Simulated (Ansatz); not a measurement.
**Al₂H₂Cl radical (SMILES [AlH2][Al][Cl]): one structure at several levels**

Aim: energy, forces and dipole at a structure displaced at random from a GFN2-xTB minimum, from CCSD(T) and from density functionals.

Computed with Ansatz 0.2.0, Gaussian basis. Level: single points in def2-TZVPP.

Cores are frozen in the correlated methods. Orbitals are unrestricted.

### Step 1. Starting geometry

SMILES `[AlH2][Al][Cl]`, 5 atoms, charge 0, spin multiplicity 2.

Atoms are counted from 1 here; the program's logs count them from 0.

Bond lengths: Al1–Al2 2.649 Å, Al1–H4 1.592 Å, Al1–H5 1.469 Å, Al2–Cl3 2.103 Å. Angles: Al2–Al1–H4 80.4°, Al2–Al1–H5 157.6°, H4–Al1–H5 122.0°, Al1–Al2–Cl3 156.0°.

Coordinates:

```xyz
5
Al2ClH2
Al   -0.2083    1.1180   -0.4691
Al    0.2541   -1.3034    0.5014
Cl    1.3299   -2.7863    1.5338
H    -1.5518    0.3911   -0.9176
H     0.0379    2.5385   -0.7497
```

### Step 2. CCSD(T)/def2-TZVPP

The input, run/in.yaml:

```yaml
crystal:
  periodic: [false, false, false]
  atoms:
    - {symbol: Al, position_ang: [-0.208300, 1.118000, -0.469100]}
    - {symbol: Al, position_ang: [0.254100, -1.303400, 0.501400]}
    - {symbol: Cl, position_ang: [1.329900, -2.786300, 1.533800]}
    - {symbol: H, position_ang: [-1.551800, 0.391100, -0.917600]}
    - {symbol: H, position_ang: [0.037900, 2.538500, -0.749700]}
basis:
  gaussian: {orbitals: def2-TZVPP}
magnetization: {spin_polarized: true, initial_magnetization: 1}
correlation: {method: ccsd_t}
scf: {omitted_lower_state_checks: [cluster_reference]}
output: {forces: true}
```

The command line of these runs was not kept.

### Step 3. PBE0-D4/def2-TZVPP

Edit run/in.yaml of step 2 so:

```diff
@@ -11,4 +11,3 @@
 magnetization: {spin_polarized: true, initial_magnetization: 1}
-correlation: {method: ccsd_t}
-scf: {omitted_lower_state_checks: [cluster_reference]}
-output: {forces: true}
+hamiltonian: {xc: pbe0, dispersion: d4}
+output: {forces: true, orbitals: {seedname: orbitals}}
```

### Step 4. wB97M-V/def2-TZVPP

Edit run/in.yaml of step 3 so:

```diff
@@ -11,3 +11,3 @@
 magnetization: {spin_polarized: true, initial_magnetization: 1}
-hamiltonian: {xc: pbe0, dispersion: d4}
-output: {forces: true, orbitals: {seedname: orbitals}}
+hamiltonian: {xc: {name: wB97M-V}}
+output: {forces: true}
```

### Step 5. r2SCAN-D4/def2-TZVPP

Edit run/in.yaml of step 4 so:

```diff
@@ -11,3 +11,3 @@
 magnetization: {spin_polarized: true, initial_magnetization: 1}
-hamiltonian: {xc: {name: wB97M-V}}
+hamiltonian: {xc: r2scan, dispersion: d4}
 output: {forces: true}
```

### Step 6. PBE-D4/def2-TZVPP

Edit run/in.yaml of step 5 so:

```diff
@@ -11,3 +11,3 @@
 magnetization: {spin_polarized: true, initial_magnetization: 1}
-hamiltonian: {xc: r2scan, dispersion: d4}
+hamiltonian: {xc: pbe, dispersion: d4}
 output: {forces: true}
```

### Step 7. LC-wPBE/def2-TZVPP

Edit run/in.yaml of step 6 so:

```diff
@@ -11,3 +11,3 @@
 magnetization: {spin_polarized: true, initial_magnetization: 1}
-hamiltonian: {xc: pbe, dispersion: d4}
+hamiltonian: {xc: {name: LC-wPBE}}
 output: {forces: true}
```

### Step 8. wB97X-V/def2-TZVPP

Edit run/in.yaml of step 7 so:

```diff
@@ -11,3 +11,3 @@
 magnetization: {spin_polarized: true, initial_magnetization: 1}
-hamiltonian: {xc: {name: LC-wPBE}}
+hamiltonian: {xc: {name: wB97X-V}}
 output: {forces: true}
```

(Steps that only read results are left out.)

Before running it: what results should come out? Wanted: energy less free atoms, CCSD(T)/def2-TZVPP; RMS force component; RMS force error; HOMO and LUMO, PBE0-D4; T1 diagnostic.

**Answer**, as computed:

| quantity | value |
| --- | --- |
| energy less free atoms, CCSD(T)/def2-TZVPP | -1013.2 kJ/mol |
| RMS force component | 0.761 to 0.844 eV/Å over the methods |
| RMS force error | PBE0-D4 0.046, wB97M-V 0.049, r2SCAN-D4 0.094, PBE-D4 0.150, LC-wPBE 0.088, wB97X-V 0.033 eV/Å |
| HOMO and LUMO, PBE0-D4 | -4.84 and -3.05 eV |
| T1 diagnostic | 0.018 |

**Reading.** Against CCSD(T) the functionals' energies less atoms differ by -57.4 to -25.2 kJ/mol, PBE-D4 by -33.2 kJ/mol. CCSD(T) in triple zeta still lacks some correlation energy of the bonds, so part of these gaps is its own basis error and they don't rank the functionals. The forces of wB97X-V come nearest to CCSD(T), those of PBE-D4 are farthest. Frozen-core CCSD(T) forces in triple zeta carry basis errors of their own, and this is one geometry, so small gaps rank nothing.
